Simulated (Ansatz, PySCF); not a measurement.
How the smallest direct gap on the k points sampled of zinc-blende AlAs moves with the method

No measured value is used here.

```tsv
level (code)	value (eV)	cell (Å³/atom)
revPBE (Ansatz)	1.75	23.89
PBE0-D3(BJ) (Ansatz)	3.77	22.16
Hartree–Fock (Ansatz)	9.07	22.68
evGW@PBE (PySCF)	…	22.68
```

Task: Complete the blanks.

Result: 
- evGW@PBE (PySCF), value (eV): 3.10 ± 0.10

At these levels the smallest gap is indirect and lower: revPBE 1.59, PBE0-D3(BJ) 2.69, Hartree–Fock 7.36, evGW@PBE 2.36 eV. Computed values are for a static lattice. Levels without +SOC have no spin–orbit coupling; where heavier elements are present it shifts gaps, mostly down, and can invert bands.  A ± on a computed value is a rough bar: the spread of its extrapolation, a floor set from checks against published values, or a statistical error. Values are at the level's own equilibrium cell; Hartree–Fock at the measured cell; evGW@PBE at the measured cell. Cutoffs and k meshes differ between the levels. Ansatz's density-functional and Hartree–Fock values are scalar-relativistic unless marked +SOC, with PAW data made under PBE.

Ansatz is a first-principles code.
